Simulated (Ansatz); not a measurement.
Basis-set extrapolation for `C[SiH2]P` (PBE0-D4/def2-TZVP geometry, frozen core, Ansatz 0.2.0). Multiplicity 1, RHF reference.

```json
{"": "HF", "def2-TZVPP": "-671.661194", "def2-QZVPP": "-671.682101"}
{"": "MP2 correlation", "def2-TZVPP": "-0.469219", "def2-QZVPP": "-0.502092"}
{"": "CCSD(T) correlation", "def2-TZVPP": "-0.544753", "def2-QZVPP": "not run"}
```

Energies in hartree. Use E(X) = E(∞) + A·exp(−7.88·√X) for Hartree–Fock and E(X) = E(∞) + B·X^(−2.97) for correlation, with X = 3 and 4, and add CCSD(T) minus MP2 of the smaller set to the MP2 limit.

**Question.** What is the CCSD(T) energy at the basis-set limit?

**Answer.** HF limit: -671.682101 + (-0.020907) × 0.13774 = -671.68498. MP2 limit: -0.502092 + (-0.032873) × 0.74074 = -0.52644. Higher-order term: -0.544753 − (-0.469219) = -0.07553. Total: -672.28695 hartree, 50.8 kcal/mol below CCSD(T)/def2-TZVPP.
